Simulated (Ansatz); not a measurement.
A nudged elastic band was laid between two geometries of C3H5FOS (11 atoms, charge 0, multiplicity 1).

Computed with RHF/def2-SVP in Ansatz 0.2.0.

```
movable images  : 5
climbing image  : yes
spring          : 5.0 eV/Å²
optimiser       : quadratic models (default)
start path      : through a guess of the saddle point
force threshold : 0.03 eV/Å
iteration limit : 60
end points      : relaxed
```

Initial state:

```xyz
11
Properties=species:S:1:pos:R:3
F -0.874 -1.120 2.135
C -0.351 -1.220 0.886
C 0.318 0.083 0.529
O 0.851 0.037 -0.762
C 0.177 1.106 -1.364
S -0.792 1.496 0.143
H 0.389 -2.020 0.872
H -1.148 -1.449 0.182
H 1.066 0.337 1.280
H 0.855 1.904 -1.665
H -0.425 0.789 -2.214
```

Final state:

```xyz
11
Properties=species:S:1:pos:R:3
F 0.520 -1.902 1.553
C -0.431 -1.168 0.918
C 0.118 0.194 0.585
O 1.017 0.185 -0.488
C 0.358 1.016 -1.395
S -1.078 1.286 -0.284
H -0.731 -1.685 0.009
H -1.291 -1.066 1.580
H 0.557 0.649 1.473
H 0.917 1.927 -1.606
H 0.109 0.508 -2.325
```

Question: Which bonds break or form, and what moves?

Answer: No bond is made or broken. The dihedral H7–C2–C3–S6 goes from 167 to 60°.

Question: Give the energies along the band, and the barrier.

Answer: The forces met the threshold. The highest image is number 3 of 0 to 6, 0.147 eV above the first end and 0.128 eV above the last; the last end lies 0.018 eV above the first. A vibrational analysis at the climbing image gives one clearly imaginary mode, 120i cm⁻¹: a first-order saddle point.

```json
{"image": "0", "path coordinate (Å)": "0.00", "energy (eV)": "0.000", "dihedral H7–C2–C3–S6 (°)": "167"}
{"image": "1", "path coordinate (Å)": "0.57", "energy (eV)": "0.034", "dihedral H7–C2–C3–S6 (°)": "150"}
{"image": "2", "path coordinate (Å)": "1.14", "energy (eV)": "0.108", "dihedral H7–C2–C3–S6 (°)": "131"}
{"image": "3", "path coordinate (Å)": "1.70", "energy (eV)": "0.147", "dihedral H7–C2–C3–S6 (°)": "112"}
{"image": "4", "path coordinate (Å)": "2.20", "energy (eV)": "0.116", "dihedral H7–C2–C3–S6 (°)": "94"}
{"image": "5", "path coordinate (Å)": "2.69", "energy (eV)": "0.052", "dihedral H7–C2–C3–S6 (°)": "77"}
{"image": "6", "path coordinate (Å)": "3.19", "energy (eV)": "0.018", "dihedral H7–C2–C3–S6 (°)": "60"}
```

Question: What is the geometry of the highest image?

Answer: 
```xyz
11
Properties=species:S:1:pos:R:3:forces:R:3
F -0.018 -1.509 2.210 0.00 0.00 -0.01
C -0.391 -1.220 0.934 0.00 0.00 0.00
C 0.145 0.146 0.532 0.00 0.01 0.00
O 0.924 0.105 -0.632 0.00 -0.01 0.00
C 0.301 1.081 -1.412 0.00 0.00 0.01
S -1.045 1.347 -0.200 0.00 0.00 0.00
H 0.033 -1.967 0.266 0.00 0.00 0.00
H -1.476 -1.259 0.882 0.00 0.00 0.00
H 0.694 0.566 1.374 0.00 0.00 0.00
H 0.928 1.960 -1.558 0.00 0.00 0.00
H -0.029 0.695 -2.375 0.00 0.00 0.00
```

Question: What are the harmonic wavenumbers there?

Answer: 120i, 119, 294, 370, 455, 648, 772, 903, 1016, 1033, 1142, 1167, 1193, 1248, 1266, 1340, 1379, 1430, 1469, 1567, 1617, 1648, 3230, 3245, 3260, 3301, 3316 cm⁻¹.

The run took 60 s on 2 threads of Arm Neoverse V1 (shared host), peak memory 0.25 GiB.
